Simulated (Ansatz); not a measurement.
Compare A (`C=CCCCC`) with its isomer B (`C/C=C(\C)CC`).

Calculated with Ansatz (gas phase, PBE0-D4/def2-TZVP geometries, no zero-point term in ΔE). CBS: MP2 limit from def2 TZ/QZ plus the TZ coupled-cluster correction, frozen cores. Functionals use def2-TZVPP. B3LYP here is the variant with VWN-RPA as its local correlation; programs differ in this. One conformer a species, not always the lowest.

Problem. Which is lower in electronic energy at CCSD(T)/CBS, and by how much? (An estimate is asked.)

Solution. Computed: B, by 15.5 kJ/mol.

Problem. Give E(B) − E(A) in kJ/mol with PBE0-D4, PBE-D4, B3LYP, CCSD/def2-TZVPP, r2SCAN-D4, HF/def2-TZVPP, B3LYP-D4. (An estimate is asked.)

Solution. The calculation gave: PBE0-D4 -21.1, PBE-D4 -22.8, B3LYP -19.9, CCSD/def2-TZVPP -14.5, r2SCAN-D4 -21.0, HF/def2-TZVPP -12.2, B3LYP-D4 -19.4. None reverses the order clearly.

Largest T1 diagnostic: 0.009.

In def2-TZVPP, CCSD(T) changes the Hartree–Fock value by −3.4 kJ/mol (the triples alone add −1.1 kJ/mol) and MP2 by −6.2 kJ/mol.
